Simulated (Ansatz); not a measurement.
**AlH3 (SMILES [AlH3]) at 5 levels**

Aim: a comparison of 5 runs (HF/STO-3G, HF/def2-SVP, B3LYP/6-31G*, PBE0/def2-SVP, CCSDTQ/6-31+G*) of AlH3. 

The results are computed with Ansatz 0.2.0.

## Step 1: The system as given

AlH3: 4 atoms, total charge 0, spin state singlet. SMILES: `[AlH3]`. The shape is that of a PBE0-D4/def2-TZVP optimisation.

Bond lengths: Al1–H2 1.586 Å, Al1–H3 1.586 Å, Al1–H4 1.586 Å. Angles: H2–Al1–H3 120.0°, H2–Al1–H4 120.0°, H3–Al1–H4 120.0°.

## Step 2: Energy and forces at HF/STO-3G (run 1)

molecule.yaml reads:

```yaml
crystal:
  periodic: [false, false, false]
  atoms:
    - symbol: Al
      position_ang: [0.013700, -0.014800, -0.005100]
    - symbol: H
      position_ang: [0.633200, 0.670900, 1.283600]
    - symbol: H
      position_ang: [-1.340800, -0.832000, 0.105100]
    - symbol: H
      position_ang: [0.749400, 0.115700, -1.403900]
basis:
  gaussian:
    orbitals: STO-3G
total_charge: 0
hamiltonian:
  xc: hf
accuracy: high
output: {forces: true, orbitals: {seedname: orbitals}}
```

Launch:

```console
$ ansatz run molecule.yaml --threads 1 --pin off --max-ram 2610MiB --events-out events.jsonl --progress --plain --runs-dir runs
```

The program printed:

```text
Warning: RAYON_NUM_THREADS=1 ignored (pool sized by the plan → 1); use --threads N
Functional definition: HF
  name "HF"
  exchange = exact_x
  correlation = 0
181 factors; integrals over basis functions are off by at most 9.2e-9 eV
mean field evaluation 1: about -6549.5109 eV, gradient 1.2e1 eV
mean field evaluation 2: about -6549.5011 eV, gradient 1.2e1 eV
mean field evaluation 4: about -6550.1326 eV, gradient 4.9e-1 eV
mean field evaluation 8: about -6550.1333 eV, gradient 3.0e-5 eV
mean field -6550.13327258 eV, -240.7129579276 hartree, gradient 5.8e-8 eV, S^2 0.000000; 0 other end points of the search recorded, 0 dependent functions left out
the calculation of the forces begins
reference -6550.13327258 eV, -240.7129579276 hartree; 8, 8 occupied and 4, 4 virtual orbitals, 181 factors
Total energy: -6550.13327258 eV, -240.7129579276 hartree
Atom 0 at     0.013700    -0.014800    -0.005100 Å, force     0.003440    -0.003588    -0.000507 eV/Å
Atom 1 at     0.633200     0.670900     1.283600 Å, force    -0.942435    -1.041773    -1.959445 eV/Å
Atom 2 at    -1.340800    -0.832000     0.105100 Å, force     2.058487     1.243044    -0.167550 eV/Å
Atom 3 at     0.749400     0.115700    -1.403900 Å, force    -1.119492    -0.197683     2.127502 eV/Å
Dipole moment:    -0.000275     0.000398    -0.000039 e Å
```

Wall time 0.08 s (1 thread of Arm Neoverse V2, shared host).

## Step 3: Energy and forces at HF/def2-SVP (run 2)

input.yaml reads:

```yaml
crystal:
  periodic: [false, false, false]
  atoms:
    - symbol: Al
      position_ang: [0.013700, -0.014800, -0.005100]
    - symbol: H
      position_ang: [0.633200, 0.670900, 1.283600]
    - symbol: H
      position_ang: [-1.340800, -0.832000, 0.105100]
    - symbol: H
      position_ang: [0.749400, 0.115700, -1.403900]
basis:
  gaussian: {orbitals: def2-SVP}
hamiltonian: {xc: hf}
accuracy: high
output: {forces: true, orbitals: {seedname: orbitals}}
```

Launch:

```console
$ ansatz run input.yaml --threads 1 --pin off --max-ram 2610MiB --events-out events.jsonl --progress --plain --runs-dir runs
```

The program printed (excerpt; [...] marks lines left out):

```text
Warning: RAYON_NUM_THREADS=1 ignored (pool sized by the plan → 1); use --threads N
[... 2 set-up lines as earlier in the session ...]
[...]
622 factors; integrals over basis functions are off by at most 3.6e-9 eV
[...]
mean field -6627.49277274 eV, -243.5558671224 hartree, gradient 2.8e-8 eV, S^2 0.000000; 0 other end points of the search recorded, 0 dependent functions left out
[...]
reference -6627.49277274 eV, -243.5558671224 hartree; 8, 8 occupied and 25, 25 virtual orbitals, 622 factors
Total energy: -6627.49277274 eV, -243.5558671224 hartree
Atom 0 at     0.013700    -0.014800    -0.005100 Å, force     0.002017    -0.001775    -0.000522 eV/Å
Atom 1 at     0.633200     0.670900     1.283600 Å, force    -0.035301    -0.037938    -0.072605 eV/Å
Atom 2 at    -1.340800    -0.832000     0.105100 Å, force     0.075457     0.046449    -0.006216 eV/Å
Atom 3 at     0.749400     0.115700    -1.403900 Å, force    -0.042173    -0.006735     0.079344 eV/Å
Dipole moment:    -0.000285     0.000403    -0.000036 e Å
```

It took 0.24 s on 1 thread of Arm Neoverse V2, shared host.

Runs 3 to 4 aren't shown in full; the table further down has their settings and results.

## Step 4: A single-point energy at CCSDTQ/6-31+G(d) (density fitting with def2-universal-jkfit, cc-pVTZ-rifit for correlation, Cartesian functions) (run 5)

molecule.yaml reads:

```yaml
crystal:
  periodic: [false, false, false]
  atoms:
    - {symbol: Al, position_ang: [0.013700, -0.014800, -0.005100]}
    - {symbol: H, position_ang: [0.633200, 0.670900, 1.283600]}
    - {symbol: H, position_ang: [-1.340800, -0.832000, 0.105100]}
    - {symbol: H, position_ang: [0.749400, 0.115700, -1.403900]}
basis:
  gaussian:
    orbitals: 6-31+G_st_.json
    fitting:
      mean_field: def2-universal-jkfit
      correlation: cc-pVTZ-rifit
output:
  orbitals: {seedname: orbitals}
correlation:
  method: ccsdtq
accuracy: high
```

The basis set 6-31+G* is read from a file made from the Basis Set Exchange's data (not shown).

Launch:

```console
$ ansatz run molecule.yaml --threads 1 --pin off --max-ram 2610MiB --events-out events.jsonl --progress --plain --runs-dir runs
```

The program printed:

```text
Warning: RAYON_NUM_THREADS=1 ignored (pool sized by the plan → 1); use --threads N
[... 11 lines left out ...]
5 core orbitals not correlated: weight in the atoms' cores, before any rotation towards them, 1.000 or more for the frozen orbitals, at most 0.000 for the correlated occupied ones
[... 20 lines left out ...]
Total energy: -6631.17738297 eV, -243.6912740505 hartree
```

It took 13 s on 1 thread of Arm Neoverse V2, shared host.

## Step 5: Overview of the runs

```tsv
run	level	Cartesian functions	task	energy (Eh)	dipole moment (D)	HOMO energy (eV)	LUMO energy (eV)	wall time
1	HF/STO-3G	no	gradient	-240.712958	0.00	-9.15	8.83	0.08 s
2	HF/def2-SVP	no	gradient	-243.555867	0.00	-11.75	1.00	0.24 s
3	B3LYP/6-31G* (Cartesian functions)	yes	gradient	-244.204650	0.00	-8.36	-1.93	1.1 s
4	PBE0/def2-SVP	no	gradient	-243.992059	0.00	-8.56	-1.74	1.1 s
5	CCSDTQ/6-31+G* (density fitting with def2-universal-jkfit, cc-pVTZ-rifit for correlation, Cartesian functions)	yes	energy	-243.691274	–	-11.73	0.58	13 s
```

## Step 6: Summary of results

| quantity | value |
| --- | --- |
| run 5: total energy | -243.69127 Eh |
| run 5: HOMO energy (Hartree–Fock orbitals) | -11.73 eV |
| run 5: LUMO energy (Hartree–Fock orbitals) | 0.58 eV |
| run 5: HOMO–LUMO gap (Hartree–Fock orbitals) | 12.31 eV |
| run 5: correlation energy (5 core orbitals frozen) | -73.9 mEh |
| run 5: T1 diagnostic | 0.014 |

Over runs 1, 2, 3, 4 the HOMO–LUMO gap runs from 6.43 eV (B3LYP/6-31G*) to 17.98 eV (HF/STO-3G). The two ends differ in method and basis. Totals of different functionals can't be ranked against each other. In run 1 the basis is minimal, so the values are rough. All runs together took 15 s, the longest 13 s.
